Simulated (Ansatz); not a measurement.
Born–Oppenheimer molecular dynamics of C₃H₃FO (8 atoms, charge 0, multiplicity 1). It starts at the highest image of a converged band. Of that band: Neighbouring images differ by up to 3.3 eV, so the band resolves the path poorly. A vibrational analysis at the climbing image gives one clearly imaginary mode, 2127i cm⁻¹: a first-order saddle point.

Method: Ansatz, RHF/def2-SVP.

| Property | Result |
| --- | --- |
| ensemble | NVE (velocity Verlet) |
| time step | 0.5 fs |
| steps asked | 200 |
| starting velocities drawn for | 100 K |
| seed | 3698 |

First frame:

```xyz
8
Properties=species:S:1:pos:R:3
F -1.176 -0.586 1.546
C -0.869 0.323 0.633
C 0.364 0.284 0.043
C 0.960 -0.673 -0.829
O 0.898 0.922 -0.907
H -1.494 1.205 0.649
H 1.983 -0.963 -0.612
H -0.574 -0.569 -0.578
```

(1) How far do the bonds stretch over the last three quarters of this one trajectory? (Pairs bonded in most of those frames.)

Results:

(1) 
```
 bond  mean (Å)  spread (Å)  shortest  longest
F1–C2     1.383       0.062      1.30     1.51
C2–C3     1.573       0.053      1.47     1.65
C2–H6     1.102       0.043      1.03     1.19
C2–H8     1.142       0.122      0.93     1.34
C3–C4     1.486       0.112      1.34     1.71
C3–O5     1.205       0.017      1.18     1.24
C4–H7     1.110       0.025      1.05     1.16
```

Mean temperature of the second half: 2789 K. The conserved energy stayed within 1.8 meV per atom of its start (net change -0.97 meV per atom), so the integration is sound. The system heated up, since it started high on the potential surface and ran downhill. A run of 0.1 ps of so small a system gives no equilibrium averages. The orbitals stay closed-shell, which can raise the energy where a bond breaks towards radicals; this wasn't checked here.

Run time: 4.6 min on 1 thread of Arm Neoverse V1, on a shared host, peak memory 0.26 GiB.
